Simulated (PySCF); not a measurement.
Two structures of BH5SO, closed shell, reached by relaxing down either side of one saddle point (PBE0-D4/def2-TZVP). Energies are electronic, without zero-point energy. PySCF 2.14 with density fitting (its default auxiliary sets; JK sets also for MP2 and CCSD(T)); basis: def2-TZVPP and def2-QZVPP; cores frozen in the correlated methods. Extrapolation: Hartree–Fock as exp(−7.88 √X), correlation as X^−2.97. First:

```csv
atom,x (Å),y (Å),z (Å)
B1,-0.1185,-0.4189,-0.5113
S2,1.5743,0.3714,-0.5633
H3,-0.0308,-1.6030,-0.3211
H4,-0.9085,-0.0400,-1.3237
H5,0.0156,0.5846,1.3564
O6,-0.7669,0.1555,0.9690
H7,1.2348,1.5427,-1.1256
H8,-1.0091,-0.5879,1.5343
```

Second:

B1  (-0.853, -0.500, -0.437)
S2  (1.890, 0.612, 0.317)
H3  (-0.330, -1.454, -0.944)
H4  (-1.006, 0.532, -1.025)
H5  (1.123, 1.535, 0.916)
O6  (-1.413, -0.585, 0.794)
H7  (1.871, 1.273, -0.851)
H8  (-1.286, -1.444, 1.203)
(Å)

Question: Which bonds change from the first to the second?

Answer: BH₃S ([BH2][SH]) + H₂O → BH₃O ([BH2][OH]) + H₂S; bonds formed: S2–H5; dative contacts that become bonds: B1–O6; bonds broken: B1–S2, H5–O6.

Question: Give the saddle point's structure and its height above each. (Judge from chemistry; the value comes from the calculation.)

Answer: The calculation gives: 16.71 kcal/mol above the first and 22.46 kcal/mol above the second (CCSD(T) at an estimated basis limit (MP2 extrapolated from triple and quadruple zeta, plus CCSD(T) − MP2 in triple zeta)).
```
atom    x (Å)    y (Å)    z (Å)
  B1  -0.2980  -0.4829  -0.4375
  S2   1.5030   0.4767  -0.2188
  H3  -0.0499  -1.6563  -0.3677
  H4  -0.8397  -0.0674  -1.4204
  H5   0.4031   0.5739   0.8591
  O6  -0.8577   0.0989   0.8554
  H7   1.1486   1.6442  -0.7817
  H8  -1.0094  -0.5874   1.5116
```

T1 diagnostic: at most 0.013.

Labels in which every atom is bracketed show which atoms are joined, not bond orders.

For scale, one of the runs: CCSD(T)/def2-TZVPP, 174 basis functions, launched by `OMP_NUM_THREADS=4 python run.py`. The run took 2.9 min on 4 CPU threads of an Arm Neoverse V1 (shared host), with 1.5 GiB of host memory at its peak.
